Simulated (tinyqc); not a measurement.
Worked calculation (part 1 of 2): UHF in the sto-3g basis, for NH, spin multiplicity 3. Computed by tinyqc, a small Python program that keeps every step (integrals from PySCF). Settings: charge = 0, multiplicity = 3, basis = sto-3g, energy threshold = 1e-08, iteration cap = 86, orthogonalisation = symmetric, start = atomic densities, DIIS depth = 0, method = UHF. Command: `OMP_NUM_THREADS=1 python tinyqc.py 31836 31837 out.jsonl` (the two numbers bound the seeds that draw the settings). One thread of a shared host (Intel(R) Xeon(R) Processor @ 2.60GHz), about 0.1 s of CPU time with the checks. Later iterations appear only in the table of the cycle.

## One-electron integrals

Geometry (angstrom):
```
atom         x         y         z
N     0.000000  0.000000  0.000000
H     0.000000  0.000000  1.370000
```

Basis sto-3g: exponents (1/bohr^2) and contraction coefficients of normalised primitives:
```
element  l (shell)   exponent  coefficient
N            s (1)  99.106169     0.154329
N            s (1)  18.052312     0.535328
N            s (1)   4.885660     0.444635
N            s (2)   3.780456    -0.099967
N            s (2)   0.878497     0.399513
N            s (2)   0.285714     0.700115
N            p (3)   3.780456     0.155916
N            p (3)   0.878497     0.607684
N            p (3)   0.285714     0.391957
H            s (1)   3.425251     0.154329
H            s (1)   0.623914     0.535328
H            s (1)   0.168855     0.444635
```

Overlap, kinetic and nuclear-attraction integrals over the contracted functions; the nuclear repulsion is the sum of Za Zb / Rab.

nuclear repulsion = 2.70382517 hartree

overlap S, order 1N 1s, 1N 2s, 1N 2px, 1N 2py, 1N 2pz, 2H 1s:
$$\begin{pmatrix}
1.000000 & 0.235038 & 0.000000 & 0.000000 & 0.000000 & 0.025406 \\
0.235038 & 1.000000 & 0.000000 & 0.000000 & 0.000000 & 0.299699 \\
0.000000 & 0.000000 & 1.000000 & 0.000000 & 0.000000 & 0.000000 \\
0.000000 & 0.000000 & 0.000000 & 1.000000 & 0.000000 & 0.000000 \\
0.000000 & 0.000000 & 0.000000 & 0.000000 & 1.000000 & 0.303793 \\
0.025406 & 0.299699 & 0.000000 & 0.000000 & 0.303793 & 1.000000
\end{pmatrix}$$

kinetic energy T (hartree), order 1N 1s, 1N 2s, 1N 2px, 1N 2py, 1N 2pz, 2H 1s:
$$\begin{pmatrix}
21.990753 & -0.128416 & 0.000000 & 0.000000 & 0.000000 & -0.008011 \\
-0.128416 & 0.606994 & 0.000000 & 0.000000 & 0.000000 & 0.023707 \\
0.000000 & 0.000000 & 1.899358 & 0.000000 & 0.000000 & 0.000000 \\
0.000000 & 0.000000 & 0.000000 & 1.899358 & 0.000000 & 0.000000 \\
0.000000 & 0.000000 & 0.000000 & 0.000000 & 1.899358 & 0.096679 \\
-0.008011 & 0.023707 & 0.000000 & 0.000000 & 0.096679 & 0.760032
\end{pmatrix}$$

nuclear attraction V (hartree), order 1N 1s, 1N 2s, 1N 2px, 1N 2py, 1N 2pz, 2H 1s:
$$\begin{pmatrix}
-46.572224 & -5.523732 & 0.000000 & 0.000000 & -0.008644 & -0.609001 \\
-5.523732 & -7.249550 & 0.000000 & 0.000000 & -0.108258 & -1.623006 \\
0.000000 & 0.000000 & -7.172967 & 0.000000 & 0.000000 & 0.000000 \\
0.000000 & 0.000000 & 0.000000 & -7.172967 & 0.000000 & 0.000000 \\
-0.008644 & -0.108258 & 0.000000 & 0.000000 & -7.237059 & -1.476527 \\
-0.609001 & -1.623006 & 0.000000 & 0.000000 & -1.476527 & -3.911508
\end{pmatrix}$$

core Hamiltonian H = T + V (hartree), order 1N 1s, 1N 2s, 1N 2px, 1N 2py, 1N 2pz, 2H 1s:
$$\begin{pmatrix}
-24.581471 & -5.652149 & 0.000000 & 0.000000 & -0.008644 & -0.617012 \\
-5.652149 & -6.642556 & 0.000000 & 0.000000 & -0.108258 & -1.599298 \\
0.000000 & 0.000000 & -5.273609 & 0.000000 & 0.000000 & 0.000000 \\
0.000000 & 0.000000 & 0.000000 & -5.273609 & 0.000000 & 0.000000 \\
-0.008644 & -0.108258 & 0.000000 & 0.000000 & -5.337701 & -1.379848 \\
-0.617012 & -1.599298 & 0.000000 & 0.000000 & -1.379848 & -3.151476
\end{pmatrix}$$

## Two-electron integrals

Functions are numbered as in S; the eight-fold symmetry (ij|kl) = (ji|kl) = (kl|ij) leaves the list below.

Two-electron integrals (ij|kl) in chemists' order, unique and non-zero (hartree):
```
(11|11) 4.166630   (21|11) 0.640849   (21|21) 0.117461   (22|11) 0.969864
(22|21) 0.220936   (22|22) 0.708245   (31|31) 0.020960   (32|31) 0.032452
(32|32) 0.156449   (33|11) 0.967124   (33|21) 0.220977   (33|22) 0.708086
(33|33) 0.762805   (41|41) 0.020960   (42|41) 0.032452   (42|42) 0.156449
(43|43) 0.041119   (44|11) 0.967124   (44|21) 0.220977   (44|22) 0.708086
(44|33) 0.680568   (44|44) 0.762805   (51|51) 0.020960   (52|51) 0.032452
(52|52) 0.156449   (53|53) 0.041119   (54|54) 0.041119   (55|11) 0.967124
(55|21) 0.220977   (55|22) 0.708086   (55|33) 0.680568   (55|44) 0.680568
(55|55) 0.762805   (61|11) 0.069866   (61|21) 0.012721   (61|22) 0.023854
(61|33) 0.023799   (61|44) 0.023799   (61|51) 0.000628   (61|52) 0.001199
(61|55) 0.023968   (61|61) 0.001398   (62|11) 0.201431   (62|21) 0.046591
(62|22) 0.169126   (62|33) 0.165459   (62|44) 0.165459   (62|51) 0.003850
(62|52) 0.031660   (62|55) 0.176289   (62|61) 0.005192   (62|62) 0.055520
(63|31) 0.004348   (63|32) 0.026493   (63|53) 0.006065   (63|63) 0.006633
(64|41) 0.004348   (64|42) 0.026493   (64|54) 0.006065   (64|64) 0.006633
(65|11) 0.172478   (65|21) 0.040348   (65|22) 0.155968   (65|33) 0.148795
(65|44) 0.148795   (65|51) 0.007182   (65|52) 0.053137   (65|55) 0.170131
(65|61) 0.004653   (65|62) 0.061475   (65|65) 0.073676   (66|11) 0.383416
(66|21) 0.090029   (66|22) 0.375514   (66|33) 0.359731   (66|44) 0.359731
(66|51) 0.008178   (66|52) 0.094781   (66|55) 0.406598   (66|61) 0.010082
(66|62) 0.167483   (66|65) 0.207336   (66|66) 0.774606
```

## Orthogonalisation

S = U s U^T; symmetric (Loewdin) form X = U s^(-1/2) U^T, so that X^T S X = 1.

eigenvalues of S: [0.546945, 0.835867, 1.000000, 1.000000, 1.145290, 1.471899]

X, order 1N 1s, 1N 2s, 1N 2px, 1N 2py, 1N 2pz, 2H 1s:
$$\begin{pmatrix}
1.022221 & -0.126539 & 0.000000 & 0.000000 & -0.004702 & 0.016961 \\
-0.126539 & 1.062619 & 0.000000 & 0.000000 & 0.040551 & -0.173641 \\
0.000000 & 0.000000 & 1.000000 & 0.000000 & 0.000000 & 0.000000 \\
0.000000 & 0.000000 & 0.000000 & 1.000000 & 0.000000 & 0.000000 \\
-0.004702 & 0.040551 & 0.000000 & 0.000000 & 1.040084 & -0.172325 \\
0.016961 & -0.173641 & 0.000000 & 0.000000 & -0.172325 & 1.079695
\end{pmatrix}$$

## Starting guess

The start is atomic minimal-basis densities projected into this basis (PySCF's MINAO start) and scaled to the electron count of each spin; this density is not idempotent, so its energy is not variational and may lie below the converged one.

D(alpha) at the start, order 1N 1s, 1N 2s, 1N 2px, 1N 2py, 1N 2pz, 2H 1s:
$$\begin{pmatrix}
1.331505 & -0.309257 & 0.000000 & 0.000000 & 0.004099 & -0.010128 \\
-0.309257 & 1.318690 & 0.000000 & 0.000000 & -0.017036 & 0.044138 \\
0.000000 & 0.000000 & 0.620421 & 0.000000 & 0.000000 & 0.000000 \\
0.000000 & 0.000000 & 0.000000 & 0.620421 & 0.000000 & 0.000000 \\
0.004099 & -0.017036 & 0.000000 & 0.000000 & 0.598072 & 0.039559 \\
-0.010128 & 0.044138 & 0.000000 & 0.000000 & 0.039559 & 0.606288
\end{pmatrix}$$

D(beta) at the start, order 1N 1s, 1N 2s, 1N 2px, 1N 2py, 1N 2pz, 2H 1s:
$$\begin{pmatrix}
0.798903 & -0.185554 & 0.000000 & 0.000000 & 0.002459 & -0.006077 \\
-0.185554 & 0.791214 & 0.000000 & 0.000000 & -0.010222 & 0.026483 \\
0.000000 & 0.000000 & 0.372252 & 0.000000 & 0.000000 & 0.000000 \\
0.000000 & 0.000000 & 0.000000 & 0.372252 & 0.000000 & 0.000000 \\
0.002459 & -0.010222 & 0.000000 & 0.000000 & 0.358843 & 0.023735 \\
-0.006077 & 0.026483 & 0.000000 & 0.000000 & 0.023735 & 0.363773
\end{pmatrix}$$

## Iteration 1: building the Fock matrix

J_ij = sum D_kl (ij|kl) with D = D(alpha) + D(beta), K_ij = sum D_kl (ik|jl) for each spin; F = H + J - K(s); E = tr D H + tr D J / 2 - 0.5 sum_s tr D(s) K(s) + E_nn.

Coulomb J (hartree), order 1N 1s, 1N 2s, 1N 2px, 1N 2py, 1N 2pz, 2H 1s:
$$\begin{pmatrix}
13.554234 & 2.463964 & 0.000000 & 0.000000 & 0.007871 & 0.267769 \\
2.463964 & 5.832398 & 0.000000 & 0.000000 & 0.095000 & 1.413298 \\
0.000000 & 0.000000 & 5.810116 & 0.000000 & 0.000000 & 0.000000 \\
0.000000 & 0.000000 & 0.000000 & 5.810116 & 0.000000 & 0.000000 \\
0.007871 & 0.095000 & 0.000000 & 0.000000 & 5.856864 & 1.330993 \\
0.267769 & 1.413298 & 0.000000 & 0.000000 & 1.330993 & 3.419236
\end{pmatrix}$$

exchange K(alpha) (hartree), order 1N 1s, 1N 2s, 1N 2px, 1N 2py, 1N 2pz, 2H 1s:
$$\begin{pmatrix}
5.345561 & 0.872340 & 0.000000 & 0.000000 & 0.003866 & 0.104812 \\
0.872340 & 1.291554 & 0.000000 & 0.000000 & 0.040491 & 0.405590 \\
0.000000 & 0.000000 & 0.744260 & 0.000000 & 0.000000 & 0.000000 \\
0.000000 & 0.000000 & 0.000000 & 0.744260 & 0.000000 & 0.000000 \\
0.003866 & 0.040491 & 0.000000 & 0.000000 & 0.784053 & 0.297991 \\
0.104812 & 0.405590 & 0.000000 & 0.000000 & 0.297991 & 0.622721
\end{pmatrix}$$

exchange K(beta) (hartree), order 1N 1s, 1N 2s, 1N 2px, 1N 2py, 1N 2pz, 2H 1s:
$$\begin{pmatrix}
3.207337 & 0.523404 & 0.000000 & 0.000000 & 0.002320 & 0.062887 \\
0.523404 & 0.774932 & 0.000000 & 0.000000 & 0.024295 & 0.243354 \\
0.000000 & 0.000000 & 0.446556 & 0.000000 & 0.000000 & 0.000000 \\
0.000000 & 0.000000 & 0.000000 & 0.446556 & 0.000000 & 0.000000 \\
0.002320 & 0.024295 & 0.000000 & 0.000000 & 0.470432 & 0.178795 \\
0.062887 & 0.243354 & 0.000000 & 0.000000 & 0.178795 & 0.373632
\end{pmatrix}$$

F(alpha) (hartree), order 1N 1s, 1N 2s, 1N 2px, 1N 2py, 1N 2pz, 2H 1s:
$$\begin{pmatrix}
-16.372798 & -4.060525 & 0.000000 & 0.000000 & -0.004639 & -0.454054 \\
-4.060525 & -2.101712 & 0.000000 & 0.000000 & -0.053750 & -0.591590 \\
0.000000 & 0.000000 & -0.207753 & 0.000000 & 0.000000 & 0.000000 \\
0.000000 & 0.000000 & 0.000000 & -0.207753 & 0.000000 & 0.000000 \\
-0.004639 & -0.053750 & 0.000000 & 0.000000 & -0.264891 & -0.346846 \\
-0.454054 & -0.591590 & 0.000000 & 0.000000 & -0.346846 & -0.354962
\end{pmatrix}$$

F(beta) (hartree), order 1N 1s, 1N 2s, 1N 2px, 1N 2py, 1N 2pz, 2H 1s:
$$\begin{pmatrix}
-14.234574 & -3.711589 & 0.000000 & 0.000000 & -0.003092 & -0.412130 \\
-3.711589 & -1.585090 & 0.000000 & 0.000000 & -0.037553 & -0.429354 \\
0.000000 & 0.000000 & 0.089951 & 0.000000 & 0.000000 & 0.000000 \\
0.000000 & 0.000000 & 0.000000 & 0.089951 & 0.000000 & 0.000000 \\
-0.003092 & -0.037553 & 0.000000 & 0.000000 & 0.048731 & -0.227649 \\
-0.412130 & -0.429354 & 0.000000 & 0.000000 & -0.227649 & -0.105873
\end{pmatrix}$$

total energy of this density = -54.19168727 hartree

This density is the starting one; it is not idempotent, so its energy is not variational and may lie below the converged one.

## Iteration 1: diagonalisation and new density

Diagonalise F' = X^T F X, C = X C', fill 5 alpha and 3 beta electrons from the bottom; D(s) = C_occ C_occ^T. Each column has its largest component positive (the first on a tie).

F' = X^T F X (alpha) (hartree):
$$\begin{pmatrix}
-16.105005 & -2.016429 & 0.000000 & 0.000000 & -0.016447 & -0.023637 \\
-2.016429 & -1.355832 & 0.000000 & 0.000000 & 0.027432 & -0.319715 \\
0.000000 & 0.000000 & -0.207753 & 0.000000 & 0.000000 & 0.000000 \\
0.000000 & 0.000000 & 0.000000 & -0.207753 & 0.000000 & 0.000000 \\
-0.016447 & 0.027432 & 0.000000 & 0.000000 & -0.171986 & -0.306255 \\
-0.023637 & -0.319715 & 0.000000 & 0.000000 & -0.306255 & -0.134751
\end{pmatrix}$$

orbital energies (alpha) (hartree): MO1 -16.375992, MO2 -1.183178, MO3 -0.412115, MO4 -0.207753, MO5 -0.207753, MO6 0.203711

coefficients C (alpha), order 1N 1s, 1N 2s, 1N 2px, 1N 2py, 1N 2pz, 2H 1s:
$$\begin{pmatrix}
0.996330 & -0.245082 & 0.065697 & 0.000000 & 0.000000 & 0.064828 \\
0.015390 & 0.967272 & -0.325756 & 0.000000 & 0.000000 & -0.367419 \\
0.000000 & 0.000000 & 0.000000 & 0.999152 & 0.041178 & 0.000000 \\
0.000000 & 0.000000 & 0.000000 & -0.041178 & 0.999152 & 0.000000 \\
0.000927 & 0.053315 & 0.695612 & 0.000000 & 0.000000 & -0.791465 \\
-0.002051 & 0.150506 & 0.539664 & 0.000000 & 0.000000 & 0.954977
\end{pmatrix}$$

F' = X^T F X (beta) (hartree):
$$\begin{pmatrix}
-13.951873 & -1.979618 & 0.000000 & 0.000000 & -0.018997 & -0.010300 \\
-1.979618 & -0.882384 & 0.000000 & 0.000000 & 0.033574 & -0.263649 \\
0.000000 & 0.000000 & 0.089951 & 0.000000 & 0.000000 & 0.000000 \\
0.000000 & 0.000000 & 0.000000 & 0.089951 & 0.000000 & 0.000000 \\
-0.018997 & 0.033574 & 0.000000 & 0.000000 & 0.131865 & -0.266088 \\
-0.010300 & -0.263649 & 0.000000 & 0.000000 & -0.266088 & 0.076380
\end{pmatrix}$$

orbital energies (beta) (hartree): MO1 -14.245324, MO2 -0.681944, MO3 -0.112517, MO4 0.089951, MO5 0.089951, MO6 0.413773

coefficients C (beta), order 1N 1s, 1N 2s, 1N 2px, 1N 2py, 1N 2pz, 2H 1s:
$$\begin{pmatrix}
0.992672 & -0.253136 & 0.083104 & 0.000000 & 0.000000 & 0.069835 \\
0.030062 & 0.944071 & -0.385848 & 0.000000 & 0.000000 & -0.368665 \\
0.000000 & 0.000000 & 0.000000 & 0.573586 & 0.819145 & 0.000000 \\
0.000000 & 0.000000 & 0.000000 & 0.819145 & -0.573586 & 0.000000 \\
0.001772 & 0.052974 & 0.633908 & 0.000000 & 0.000000 & -0.841717 \\
-0.005153 & 0.197092 & 0.601904 & 0.000000 & 0.000000 & 0.908138
\end{pmatrix}$$

D(alpha) after iteration 1, order 1N 1s, 1N 2s, 1N 2px, 1N 2py, 1N 2pz, 2H 1s:
$$\begin{pmatrix}
1.057056 & -0.243129 & 0.000000 & 0.000000 & 0.033557 & -0.003475 \\
-0.243129 & 1.041970 & 0.000000 & 0.000000 & -0.175016 & -0.030251 \\
0.000000 & 0.000000 & 1.000000 & 0.000000 & 0.000000 & 0.000000 \\
0.000000 & 0.000000 & 0.000000 & 1.000000 & 0.000000 & 0.000000 \\
0.033557 & -0.175016 & 0.000000 & 0.000000 & 0.486719 & 0.383419 \\
-0.003475 & -0.030251 & 0.000000 & 0.000000 & 0.383419 & 0.313894
\end{pmatrix}$$

D(beta) after iteration 1, order 1N 1s, 1N 2s, 1N 2px, 1N 2py, 1N 2pz, 2H 1s:
$$\begin{pmatrix}
1.056381 & -0.241203 & 0.000000 & 0.000000 & 0.041030 & -0.004986 \\
-0.241203 & 1.041053 & 0.000000 & 0.000000 & -0.194527 & -0.046329 \\
0.000000 & 0.000000 & 0.000000 & 0.000000 & 0.000000 & 0.000000 \\
0.000000 & 0.000000 & 0.000000 & 0.000000 & 0.000000 & 0.000000 \\
0.041030 & -0.194527 & 0.000000 & 0.000000 & 0.404648 & 0.391983 \\
-0.004986 & -0.046329 & 0.000000 & 0.000000 & 0.391983 & 0.401160
\end{pmatrix}$$

Within a degenerate level the vectors are fixed only up to a rotation; this is one choice.

## Iteration 2: building the Fock matrix

As before.

Coulomb J (hartree), order 1N 1s, 1N 2s, 1N 2px, 1N 2py, 1N 2pz, 2H 1s:
$$\begin{pmatrix}
13.511311 & 2.459351 & 0.000000 & 0.000000 & -0.004472 & 0.266801 \\
2.459351 & 5.842444 & 0.000000 & 0.000000 & 0.034521 & 1.404608 \\
0.000000 & 0.000000 & 5.817105 & 0.000000 & 0.000000 & 0.000000 \\
0.000000 & 0.000000 & 0.000000 & 5.817105 & 0.000000 & 0.000000 \\
-0.004472 & 0.034521 & 0.000000 & 0.000000 & 5.873109 & 1.314381 \\
0.266801 & 1.404608 & 0.000000 & 0.000000 & 1.314381 & 3.367979
\end{pmatrix}$$

exchange K(alpha) (hartree), order 1N 1s, 1N 2s, 1N 2px, 1N 2py, 1N 2pz, 2H 1s:
$$\begin{pmatrix}
4.266921 & 0.724649 & 0.000000 & 0.000000 & 0.000349 & 0.084464 \\
0.724649 & 1.174896 & 0.000000 & 0.000000 & -0.041370 & 0.319062 \\
0.000000 & 0.000000 & 0.998428 & 0.000000 & 0.000000 & 0.000000 \\
0.000000 & 0.000000 & 0.000000 & 0.998428 & 0.000000 & 0.000000 \\
0.000349 & -0.041370 & 0.000000 & 0.000000 & 0.773225 & 0.332709 \\
0.084464 & 0.319062 & 0.000000 & 0.000000 & 0.332709 & 0.476657
\end{pmatrix}$$

exchange K(beta) (hartree), order 1N 1s, 1N 2s, 1N 2px, 1N 2py, 1N 2pz, 2H 1s:
$$\begin{pmatrix}
4.222345 & 0.657583 & 0.000000 & 0.000000 & 0.002531 & 0.074811 \\
0.657583 & 0.849089 & 0.000000 & 0.000000 & -0.052099 & 0.267217 \\
0.000000 & 0.000000 & 0.190915 & 0.000000 & 0.000000 & 0.000000 \\
0.000000 & 0.000000 & 0.000000 & 0.190915 & 0.000000 & 0.000000 \\
0.002531 & -0.052099 & 0.000000 & 0.000000 & 0.635965 & 0.322028 \\
0.074811 & 0.267217 & 0.000000 & 0.000000 & 0.322028 & 0.520716
\end{pmatrix}$$

F(alpha) (hartree), order 1N 1s, 1N 2s, 1N 2px, 1N 2py, 1N 2pz, 2H 1s:
$$\begin{pmatrix}
-15.337081 & -3.917447 & 0.000000 & 0.000000 & -0.013465 & -0.434675 \\
-3.917447 & -1.975008 & 0.000000 & 0.000000 & -0.032368 & -0.513752 \\
0.000000 & 0.000000 & -0.454933 & 0.000000 & 0.000000 & 0.000000 \\
0.000000 & 0.000000 & 0.000000 & -0.454933 & 0.000000 & 0.000000 \\
-0.013465 & -0.032368 & 0.000000 & 0.000000 & -0.237817 & -0.398177 \\
-0.434675 & -0.513752 & 0.000000 & 0.000000 & -0.398177 & -0.260155
\end{pmatrix}$$

F(beta) (hartree), order 1N 1s, 1N 2s, 1N 2px, 1N 2py, 1N 2pz, 2H 1s:
$$\begin{pmatrix}
-15.292504 & -3.850381 & 0.000000 & 0.000000 & -0.015647 & -0.425022 \\
-3.850381 & -1.649201 & 0.000000 & 0.000000 & -0.021639 & -0.461907 \\
0.000000 & 0.000000 & 0.352580 & 0.000000 & 0.000000 & 0.000000 \\
0.000000 & 0.000000 & 0.000000 & 0.352580 & 0.000000 & 0.000000 \\
-0.015647 & -0.021639 & 0.000000 & 0.000000 & -0.100557 & -0.387495 \\
-0.425022 & -0.461907 & 0.000000 & 0.000000 & -0.387495 & -0.304213
\end{pmatrix}$$

total energy of this density = -54.21468259 hartree

## Iteration 2: diagonalisation and new density

As before.

F' = X^T F X (alpha) (hartree):
$$\begin{pmatrix}
-15.057247 & -2.011047 & 0.000000 & 0.000000 & -0.031283 & -0.013860 \\
-2.011047 & -1.256970 & 0.000000 & 0.000000 & 0.056135 & -0.276660 \\
0.000000 & 0.000000 & -0.454933 & 0.000000 & 0.000000 & 0.000000 \\
0.000000 & 0.000000 & 0.000000 & -0.454933 & 0.000000 & 0.000000 \\
-0.031283 & 0.056135 & 0.000000 & 0.000000 & -0.120473 & -0.387266 \\
-0.013860 & -0.276660 & 0.000000 & 0.000000 & -0.387266 & -0.028195
\end{pmatrix}$$

orbital energies (alpha) (hartree): MO1 -15.344556, MO2 -1.045025, MO3 -0.454933, MO4 -0.454933, MO5 -0.434207, MO6 0.360903

coefficients C (alpha), order 1N 1s, 1N 2s, 1N 2px, 1N 2py, 1N 2pz, 2H 1s:
$$\begin{pmatrix}
0.994108 & -0.255432 & 0.000000 & 0.000000 & 0.061160 & 0.063424 \\
0.024426 & 0.980433 & 0.000000 & 0.000000 & -0.301959 & -0.352053 \\
0.000000 & 0.000000 & 0.994485 & 0.104883 & 0.000000 & 0.000000 \\
0.000000 & 0.000000 & -0.104883 & 0.994485 & 0.000000 & 0.000000 \\
0.002142 & 0.047308 & 0.000000 & 0.000000 & 0.694589 & -0.792742 \\
-0.004266 & 0.122574 & 0.000000 & 0.000000 & 0.545920 & 0.955408
\end{pmatrix}$$

F' = X^T F X (beta) (hartree):
$$\begin{pmatrix}
-15.022667 & -1.986439 & 0.000000 & 0.000000 & -0.034964 & -0.014709 \\
-1.986439 & -0.925417 & 0.000000 & 0.000000 & 0.074511 & -0.268493 \\
0.000000 & 0.000000 & 0.352580 & 0.000000 & 0.000000 & 0.000000 \\
0.000000 & 0.000000 & 0.000000 & 0.352580 & 0.000000 & 0.000000 \\
-0.034964 & 0.074511 & 0.000000 & 0.000000 & 0.023603 & -0.391863 \\
-0.014709 & -0.268493 & 0.000000 & 0.000000 & -0.391863 & -0.088445
\end{pmatrix}$$

orbital energies (beta) (hartree): MO1 -15.297444, MO2 -0.763874, MO3 -0.366933, MO4 0.352580, MO5 0.352580, MO6 0.415325

coefficients C (beta), order 1N 1s, 1N 2s, 1N 2px, 1N 2py, 1N 2pz, 2H 1s:
$$\begin{pmatrix}
0.995299 & -0.233699 & 0.104537 & 0.000000 & 0.000000 & 0.071389 \\
0.019673 & 0.893979 & -0.484342 & 0.000000 & 0.000000 & -0.377882 \\
0.000000 & 0.000000 & 0.000000 & 0.320743 & 0.947166 & 0.000000 \\
0.000000 & 0.000000 & 0.000000 & 0.947166 & -0.320743 & 0.000000 \\
0.002056 & 0.088518 & 0.598677 & 0.000000 & 0.000000 & -0.864224 \\
-0.003580 & 0.276817 & 0.609797 & 0.000000 & 0.000000 & 0.881693
\end{pmatrix}$$

D(alpha) after iteration 2, order 1N 1s, 1N 2s, 1N 2px, 1N 2py, 1N 2pz, 2H 1s:
$$\begin{pmatrix}
1.057236 & -0.244620 & 0.000000 & 0.000000 & 0.032527 & -0.002162 \\
-0.244620 & 1.053025 & 0.000000 & 0.000000 & -0.163303 & -0.044774 \\
0.000000 & 0.000000 & 1.000000 & 0.000000 & 0.000000 & 0.000000 \\
0.000000 & 0.000000 & 0.000000 & 1.000000 & 0.000000 & 0.000000 \\
0.032527 & -0.163303 & 0.000000 & 0.000000 & 0.484697 & 0.384979 \\
-0.002162 & -0.044774 & 0.000000 & 0.000000 & 0.384979 & 0.313071
\end{pmatrix}$$

D(beta) after iteration 2, order 1N 1s, 1N 2s, 1N 2px, 1N 2py, 1N 2pz, 2H 1s:
$$\begin{pmatrix}
1.056162 & -0.239972 & 0.000000 & 0.000000 & 0.043944 & -0.004508 \\
-0.239972 & 1.034172 & 0.000000 & 0.000000 & -0.210791 & -0.047952 \\
0.000000 & 0.000000 & 0.000000 & 0.000000 & 0.000000 & 0.000000 \\
0.000000 & 0.000000 & 0.000000 & 0.000000 & 0.000000 & 0.000000 \\
0.043944 & -0.210791 & 0.000000 & 0.000000 & 0.366253 & 0.389567 \\
-0.004508 & -0.047952 & 0.000000 & 0.000000 & 0.389567 & 0.448493
\end{pmatrix}$$

Within a degenerate level the vectors are fixed only up to a rotation; this is one choice.
